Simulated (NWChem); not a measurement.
methane (CH$_{4}$); SMILES C

```xyz
5

C      0.0000     0.0000     0.0000
H     -0.8540    -0.2418    -0.6465
H      0.8689     0.2544    -0.6213
H     -0.2557     0.8552     0.6396
H      0.2407    -0.8678     0.6282
```
Atoms are numbered in this order, from 1.

Geometry: optimised at PBE0/def2-SVP.

 States above −ε(HOMO) = 10.7 eV lie in this functional's continuum and hang on the basis.

List the 4 lowest vertical singlet excitations from B3LYP/def2-SVPD, full TDDFT (NWChem).


```tsv
state	energy (eV)	oscillator strength	leading excitation (squared amplitude)
S1	10.26	0.129	HOMO → LUMO (1.00)
S2	10.26	0.129	HOMO−1 → LUMO (1.00)
S3	10.26	0.129	HOMO−2 → LUMO (1.00)
S4	12.56	0.000	HOMO−1 → LUMO+1 (0.36)
```
